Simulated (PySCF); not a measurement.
# 2-butynedinitrile: geometry, NMR shifts, spin-spin couplings and electronic excitations

Aim: predict the NMR shifts, spin-spin couplings and electronic excitations of 2-butynedinitrile (`N#CC#CC#N`).

Programs: PySCF 2.14.0, with density-fitted response routines of our own. Each step states its level of theory. These are calculated values for one molecule in the gas phase, unless marked as measured. Atoms are numbered from 0 throughout.

## Step 1: The molecule as given

6 atoms, charge 0, multiplicity 1; geometry from: GFN2-xTB.

Bonds of the start (Å): N0–C1 1.15, C1–C2 1.36, C2–C3 1.22, C3–C4 1.36, C4–N5 1.15.

## Step 2: Relaxing the molecule at PBE0-D3(BJ)/def2-SVP

The job: settings as JSON, then the geometry in Å.

```
{"job": {"xc": "PBE0", "basis": "def2-SVP", "d3": "d3bj", "grid": 1, "kind": "geom"}, "charge": 0, "multiplicity": 1}
N     -3.103811    -0.126806     0.358751
C     -1.958993    -0.079466     0.272254
C     -0.604981    -0.023190     0.169932
C      0.605878     0.026593     0.080117
C      1.960024     0.080398    -0.021828
N      3.105006     0.124462    -0.107790
```

**Question.** This job is followed by: GIAO PBE0/pcSseg-1 NMR shielding, non-relativistic, gas phase; B3LYP/pcJ-1 indirect spin-spin coupling, non-relativistic, gas phase; TDDFT CAM-B3LYP/def2-SVPD, vertical, gas phase, core orbitals frozen in the response; GIAO WP04/pcSseg-2 NMR shielding, non-relativistic, gas phase. What will the session give for the following? point group; rotational constants (main isotopes); 13C shifts against TMS (PBE0/pcSseg-1, means over atoms taken as alike); 15N shifts against NH3 (PBE0/pcSseg-1, means over atoms taken as alike); largest coupling of the table (B3LYP/pcJ-1); lowest singlet (CAM-B3LYP/def2-SVPD); brightest single state of those computed; lowest triplet; vertical ionisation energy (ΔSCF); vertical electron affinity (ΔSCF); range of the shift of N0.

The runs gave:

| quantity | value |
| --- | --- |
| point group | D∞h |
| rotational constants (main isotopes) | 1.33, 1.33 GHz |
| 13C shifts against TMS (PBE0/pcSseg-1, means over atoms taken as alike) | 111.3, 57.9 ppm |
| 15N shifts against NH3 (PBE0/pcSseg-1, means over atoms taken as alike) | 324.1 ppm |
| largest coupling of the table (B3LYP/pcJ-1) | 1J(C,C) C2–C3, 268.5 Hz |
| lowest singlet (CAM-B3LYP/def2-SVPD) | 4.29 eV (289 nm), f = 0.000 |
| brightest single state of those computed | state 10, 7.75 eV, f = 0.025 |
| lowest triplet | 3.46 eV |
| vertical ionisation energy (ΔSCF) | 11.74 eV |
| vertical electron affinity (ΔSCF) | 1.29 eV |
| range of the shift of N0 | 306.7 to 324.1 ppm |

What this shows: Over 2 steps the energy fell by 0.034 eV; of the close pairs, C4–N5 changed most, 1.149 to 1.163 Å. The most deshielded carbon is C1, C4 (mean) (nitrile carbon), at 111.3 ppm: C≡N carbons fall here, among the sp2 signals but without a proton. At PBE0/pcSseg-1: The widest tensor belongs to N0, N5: span 600 ppm, with a paramagnetic part of -397 ppm. In the run at B3LYP/pcJ-1, the largest coupling of the table is C2–C3, 268.5 Hz, of which the Fermi-contact term gives 246.1 Hz. The lowest singlet, at 4.29 eV, is HOMO→LUMO 0.47, HOMO−1→LUMO+1 0.47 and is dark; of the 10 states computed, the strongest absorption comes from state 10 at 7.75 eV (the last computed, so partners may be missing). The lowest triplet lies 0.83 eV below the lowest singlet (triplets in Tamm-Dancoff, singlets in full TDDFT). ΔSCF puts the ionisation energy at 11.74 eV, 1.00 eV above −ε(HOMO). Across the 2 runs the shift of N0 (with its like atoms) moves most, between 306.7 (WP04/pcSseg-2) and 324.1 ppm (PBE0/pcSseg-1). Most of that comes from the computed reference, not from the atom's own shielding.
